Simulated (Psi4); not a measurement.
Exact exchange and the dipole moment of SO2 (sulfur dioxide)

SO2: 3 atoms, total charge 0, spin state singlet. SMILES: `O=S=O`. Geometry: relaxed at PBE0-D4/def2-TZVP.

The dipole moment y, in D, basis def2-TZVPP; a is the functional's share of exact exchange. Programs: Psi4 1.11.

| functional | program | a | y (D) |
| --- | --- | --- | --- |
| PBE | Psi4 | 0 | 1.54 |
| r2SCAN | Psi4 | 0 | 1.58 |
| TPSSh | Psi4 | 0.1 | ? |
| B3LYP | Psi4 | 0.2 | 1.73 |
| PBE0 | Psi4 | 0.25 | 1.69 |
| BHLYP | Psi4 | 0.5 | 1.90 |

Fit y = c + s·a to the known rows and predict TPSSh.


1. Means of the 5 rows: a = 0.1900, y = 1.688.
2. Σ(Δa)² = 0.172, Σ(Δa·Δy) = 0.1149, so the slope is 0.1149/0.172 = 0.66802.
3. Intercept: 1.688 − (0.66802) × 0.1900 = 1.561. The largest residual of the fit is 0.038.
4. TPSSh: 1.561 + (0.66802) × 0.1 = 1.63 D.

The run gave 1.60 D, so the prediction is off by +0.03 D, within the largest residual. More exact exchange makes the molecule more polar here. The measured value is 1.63 D (NIST CCCBDB).
